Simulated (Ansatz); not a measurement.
CH₂O₃, SMILES O=C(O)O, a rigid scan of one bond angle

Run with Ansatz 0.2.0, Python API.

`bend_ch2o3.py`:
```python
'''Bending curve of CH2O3.'''

import logging
import sys

import ansatz as az
from ase import Atoms

logging.basicConfig(stream=sys.stdout, format='[%(levelname)s] %(message)s')
logger = logging.getLogger('run')
logger.setLevel(logging.INFO)


def main() -> None:
    atoms = Atoms(['O', 'C', 'O', 'O', 'H', 'H'], positions=[
        [-0.6076, -0.9039, 0.7545],
        [-0.0571, -0.0693, 0.0484],
        [1.2209, -0.1183, -0.221],
        [-0.5305, 0.9917, -0.5677],
        [1.5656, -0.9156, 0.2606],
        [-1.5491, 0.9512, -0.3209],
    ])

    # relax first, so that the scan starts from a minimum
    first = (
        az.Crystal.molecule_from_ase(atoms).calculation()
        .basis(gaussian='6-31G*')
        .functional('hf')
        .relax(force_tolerance=0.02, max_steps=80)
    )
    atoms.positions = first.run().report['positions_ang']

    rows = []
    for angle in [85, 95, 105, 115, 125, 140, 160]:
        bent = atoms.copy()
        bent.set_angle(1, 3, 5, angle, indices=[5])
        setup = az.Crystal.molecule_from_ase(bent).calculation()
        setup = setup.basis(gaussian='6-31G*')
        setup = setup.functional('hf')
        rows.append((angle, setup.run().report['free_energy_ev']))
    floor = min(e for _, e in rows)
    for angle, e in rows:
        logger.info(f'angle C1-O3-H5 = {angle:3d} deg   {1000 * (e - floor):9.1f} meV')


if __name__ == '__main__':
    main()
```

```console
$ python bend_ch2o3.py
[INFO] angle C1-O3-H5 =  85 deg       544.5 meV
[INFO] angle C1-O3-H5 =  95 deg       154.1 meV
[INFO] angle C1-O3-H5 = 105 deg         0.0 meV
[INFO] angle C1-O3-H5 = 115 deg        33.1 meV
[INFO] angle C1-O3-H5 = 125 deg       208.7 meV
[INFO] angle C1-O3-H5 = 140 deg       638.2 meV
[INFO] angle C1-O3-H5 = 160 deg      1246.8 meV
```

The scan is rigid, and the energies are electronic, in a modest basis. The zero is the lowest point of the grid, which needn't be the minimum. It ran for 7.8 s on 1 thread of Arm Neoverse V1, with other jobs on the host, peak memory 0.18 GiB.

(Lines on the test bed's own set-up are left out of the output.)
